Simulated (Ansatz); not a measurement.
Reaction (SMILES): C=C (C2H4) + 2 [H][H] (H2) → 2 C (CH4)
B3LYP-D3(BJ)/def2-TZVP geometries, fixed; electronic energies without zero-point terms.

The energy of full hydrogenation at MP2 with Ansatz (a first-principles code), in kcal/mol, split into its Hartree-Fock and correlation parts. Cores are frozen. No added dispersion term, no relativity. Functions are those of the species that has most.

```
basis    X  functions  Hartree-Fock     MP2
-------  -  ---------  ------------  ------
cc-pVDZ  2         48        -62.62  -59.67
cc-pVTZ  3        116        -60.73  -59.50
cc-pVQZ  4        230        -60.32  -59.11
cc-pV5Z  5        402        -60.22  -58.80
```

Worked estimate of the basis-set limit from each neighbouring pair, with Hartree-Fock from the larger set and the correlation part extrapolated as X^-3.
Correlation parts: X = 2: 2.95, X = 3: 1.23, X = 4: 1.21, X = 5: 1.42.
- (2,3): (27·(1.23) - 8·(2.95))/19 = 0.51; with Hartree-Fock -60.73 the estimate is -60.22 kcal/mol.
- (3,4): (64·(1.21) - 27·(1.23))/37 = 1.20; with Hartree-Fock -60.32 the estimate is -59.12 kcal/mol.
- (4,5): (125·(1.42) - 64·(1.21))/61 = 1.64; with Hartree-Fock -60.22 the estimate is -58.58 kcal/mol.
The last two estimates differ by 0.54 kcal/mol; the largest set lies 0.22 from the last. Over the last step Hartree-Fock moves by 0.10 and the correlation part by 0.21.
